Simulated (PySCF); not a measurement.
Assignment exercise: C2H7N

Molfile (atoms numbered from 1):
```
C2H7N
     RDKit          3D

 10  9  0  0  0  0  0  0  0  0999 V2000
   -1.0620   -0.0843   -0.0771 C   0  0  0  0  0  0  0  0  0  0  0  0
    0.3185    0.5516   -0.1409 C   0  0  0  0  0  0  0  0  0  0  0  0
    1.4293   -0.3122    0.2232 N   0  0  0  0  0  0  0  0  0  0  0  0
   -1.8440    0.6271   -0.3581 H   0  0  0  0  0  0  0  0  0  0  0  0
   -1.2808   -0.4404    0.9339 H   0  0  0  0  0  0  0  0  0  0  0  0
   -1.1295   -0.9409   -0.7541 H   0  0  0  0  0  0  0  0  0  0  0  0
    0.3493    1.4287    0.5132 H   0  0  0  0  0  0  0  0  0  0  0  0
    0.5044    0.9265   -1.1523 H   0  0  0  0  0  0  0  0  0  0  0  0
    1.4545   -1.1257   -0.3805 H   0  0  0  0  0  0  0  0  0  0  0  0
    1.3099   -0.6585    1.1680 H   0  0  0  0  0  0  0  0  0  0  0  0
  1  2  1  0
  2  3  1  0
  1  4  1  0
  1  5  1  0
  1  6  1  0
  2  7  1  0
  2  8  1  0
  3  9  1  0
  3 10  1  0
M  END
```

Non-relativistic, in vacuum, averaged over atoms made equivalent by symmetry, fast rotation or ring inversion, one computed conformer. σ from GIAO-B97-2/pcSseg-2; coordinates at the PBE0-D3(BJ)/def2-TZVP level; PySCF.

References, each an isolated molecule treated in the same way: TMS for 13C and 1H.

Q: Assign these signals to the numbered atoms. 13C{1H} NMR (computed): δ 43.5 (CH2), 25.7 (CH3).

A: 
43.5 → C2, sp3 CH2 bonded to N: pulled downfield by the heteroatom
25.7 → C1, methyl carbon: a saturated carbon with 1 carbon neighbour and no heteroatom attached

Q: Assign these signals to the numbered atoms. 1H NMR (400 MHz, computed): δ 2.66 (q, 2H), 1.02 (t, 3H), 0.37 (br s, 2H).

A: 
| δ (ppm) | atoms | environment | reason |
| --- | --- | --- | --- |
| 2.66 | H7/H8 | hydrogen on an sp3 CH2 bonded to N | its carbon carries N, hence the downfield position |
| 1.02 | H4/H5/H6 | hydrogen on a methyl carbon | – |
| 0.37 | H9/H10 | hydrogen on an amine nitrogen | exchangeable; this is the value without hydrogen bonding to other molecules |

OH/NH shifts are gas-phase values; hydrogen bonding in solution moves them, usually downfield. Shifts are as computed. Against solution values, carbons near 30 ppm lie about +3 ppm off and those near 130 ppm about +7 ppm. Of 1211 compounds with measured shifts, 218 miss one by over three times the rms of a fit or turn the order of signals round; such compounds aren't used in these exercises. No couplings were computed; multiplicities are counted from neighbouring protons, with m where these are inequivalent, close in shift, in a saturated or five-membered ring or joined by F or P, and br s for small geminal =CH2 splittings.
